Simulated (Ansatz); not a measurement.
Correlation energies of C3H8O2 (`OCCCO`) by basis set

```json
{"atom": "O1", "x (Å)": "1.3670", "y (Å)": "-1.5035", "z (Å)": "-0.3778"}
{"atom": "C2", "x (Å)": "0.0454", "y (Å)": "-1.3946", "z (Å)": "0.1140"}
{"atom": "C3", "x (Å)": "-0.5889", "y (Å)": "-0.0449", "z (Å)": "-0.1650"}
{"atom": "C4", "x (Å)": "0.1356", "y (Å)": "1.1032", "z (Å)": "0.5122"}
{"atom": "O5", "x (Å)": "-0.4798", "y (Å)": "2.3538", "z (Å)": "0.2785"}
{"atom": "H6", "x (Å)": "1.3355", "y (Å)": "-1.4600", "z (Å)": "-1.3369"}
{"atom": "H7", "x (Å)": "-0.5886", "y (Å)": "-2.1961", "z (Å)": "-0.2872"}
{"atom": "H8", "x (Å)": "0.1210", "y (Å)": "-1.5558", "z (Å)": "1.1932"}
{"atom": "H9", "x (Å)": "-1.6310", "y (Å)": "-0.0585", "z (Å)": "0.1718"}
{"atom": "H10", "x (Å)": "-0.6151", "y (Å)": "0.1243", "z (Å)": "-1.2509"}
{"atom": "H11", "x (Å)": "1.1893", "y (Å)": "1.1138", "z (Å)": "0.2089"}
{"atom": "H12", "x (Å)": "0.1147", "y (Å)": "0.9611", "z (Å)": "1.5963"}
{"atom": "H13", "x (Å)": "-0.4050", "y (Å)": "2.5572", "z (Å)": "-0.6570"}
```

Charge 0, multiplicity 1. The geometry is a stationary point of PBE0-D4/def2-TZVP. It is one conformer, not always the lowest. Frozen core, restricted reference, Ansatz 0.2.0. CBS rows extrapolate triple and quadruple zeta; past MP2 they add the triple-zeta difference.

```json
{"basis": "def2-SVP", "HF (Eh)": "?", "MP2 corr.": "-0.80033", "CCSD corr.": "-0.85156", "(T)": "-0.02148", "CCSD(T) total": "?"}
{"basis": "def2-TZVPP", "HF (Eh)": "-268.08336", "MP2 corr.": "?", "CCSD corr.": "-1.04245", "(T)": "-0.03844", "CCSD(T) total": "?"}
{"basis": "def2-QZVPP", "HF (Eh)": "-268.09621", "MP2 corr.": "?", "CCSD corr.": "–", "(T)": "–", "CCSD(T) total": "–"}
{"basis": "CBS(def2)", "HF (Eh)": "?", "MP2 corr.": "-1.13136", "CCSD corr.": "-1.16894", "(T)": "as TZ", "CCSD(T) total": "?"}
```

Q: Fill in the withheld values. (An estimate is asked.)

A: Ansatz gave: def2-SVP HF (Eh): -267.76539; def2-SVP CCSD(T) total: -268.63843; def2-TZVPP MP2 corr.: -1.00487; def2-TZVPP CCSD(T) total: -269.16425; def2-QZVPP MP2 corr.: -1.07754; CBS(def2) HF (Eh): -268.09798; CBS(def2) CCSD(T) total: -269.30536.
